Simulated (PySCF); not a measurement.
Molecular orbitals of PH

PBE0 at R = 1.429 Å; PySCF, no relativity, basis sets P pcseg-2, H pcseg-2. State: ³Σ⁻ (triplet), unpaired electrons π ↑↑. Only the outer orbitals are listed, counted within each symmetry.

```
spin  orbital  occ.  ε (eV)  on P (%)         main shells (%)
   α       4σ     1  -17.51        86          84 P s, 13 H s
   α       5σ     1   -9.81        66  50 P p, 34 H s, 14 P s
   α       2π     1   -7.39        99                  99 P p
   α       2π     1   -7.39        99                  99 P p
   α       6σ     0    0.58        15          85 H s, 24 P p
   α       7σ     0    3.07        39          60 H s, 30 P p
   α       3π     0    5.38       100                 100 P p
   β       4σ     1  -15.48        74          70 P s, 25 H s
   β       5σ     1   -9.07        72  48 P p, 28 H s, 23 P s
   β       2π     0   -2.86        99                  99 P p
   β       2π     0   -2.86        99                  99 P p
   β       6σ     0    1.08        11          88 H s, 18 P p
```

Problem. Which are the highest filled and the lowest empty level, where do they sit, and how wide is the gap?

Solution. Highest filled α 2π at -7.39 eV (in %: 99 P p); lowest empty β 2π at -2.86 eV (in %: 99 P p); the gap at PBE0 is 4.53 eV. Both belong to one degenerate shell, split only by its one-sided filling, so this is no excitation gap.

```
bond order (Mayer)                             : 0.98
⟨S²⟩                                           : 2.008
charge on P (Mulliken, basis-dependent)        : 0.03
charge on P (Löwdin, basis-dependent)          : 0.21
dipole moment (positive dipole means P(−)H(+)) : 0.63 D
polarisability along the bond                  : 24.0 bohr³
polarisability across the bond                 : 15.1 bohr³
```

The state is the lowest determinant that a PBE0 search found; another state may lie lower at other levels.
